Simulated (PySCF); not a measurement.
These are r2SCAN-D4/def2-TZVP // r2SCAN-D4/def2-SVP (PySCF 2.14.0) values and carry that method's errors. Isolated molecules, 0 K electronic values unless said otherwise. 

Reference species (SMILES): `C[O]` (neutral, multiplicity 2).

```yaml
dipole_moment: 2.02 D
```

Changed species: `[NH2]` (free radical NH2; the reference has free radical OCH3).

Task: Predict the effect on the dipole moment.

Result: the dipole moment falls by 0.06 D, to 1.96 D.
